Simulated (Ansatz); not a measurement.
## [CH3···H···Br], doublet: transfer scan

Starting geometry:

```xyz
6

C    -2.8049    0.0000    0.0000
H    -3.1681    1.0273    0.0000
H    -3.1681   -0.5137    0.8897
H    -3.1681   -0.5137   -0.8897
H    -1.7152    0.0000    0.0000
Br    0.5631    0.0000    0.0000
```

From there H5 is moved from one fragment to the other while all else, the fragments' distance too, stays fixed, so the hump isn't the reaction's barrier; atoms are numbered as listed. Energies are in eV, counted from the starting geometry at the same level.

Basis cc-pVDZ; Ansatz 0.2.0. Correlated methods freeze the noble-gas cores and the filled d shells of p-block atoms. Prefix R: restricted or restricted open-shell reference; prefix U: unrestricted. Active spaces: valence = (15e, 12o) chosen from the atoms' valence shells. No spin–orbit coupling is included, and no scalar relativity.

Runs in a small pair space aren't shown, since their orbitals change along the scan.

Full CI isn't at hand for all of this; UCCSDT(Q) serves as the reference, and is uncertain by about the last step of the cluster series. The frozen core follows each run's orbitals, which can shift R against U totals by a few meV for light atoms and by up to 0.1 eV past Ca.

| distance C1-H5 (Å) | NEVPT2 (valence space) |
| --- | --- |
| 1.090 | 0.000 |
| 1.197 | 0.121 |
| 1.410 | 0.786 |
| 1.624 | 1.149 |
| 1.838 | 0.974 |

**Question.** Estimate the UCCSDT(Q) curve in cc-pVDZ from this one, knowing how NEVPT2 (valence space) errs.

**Answer.** The computed UCCSDT(Q) values, in eV from the starting point, and the error of NEVPT2 (valence space) against them:
```
distance C1-H5 (Å)  UCCSDT(Q)  NEVPT2 (valence space) less UCCSDT(Q)
             1.090      0.000                                  0.000
             1.197      0.132                                 -0.011
             1.410      0.833                                 -0.047
             1.624      1.244                                 -0.095
             1.838      1.082                                 -0.108
```

The error spans 0.108 eV and is largest, -0.108 eV, at 1.838 Å.
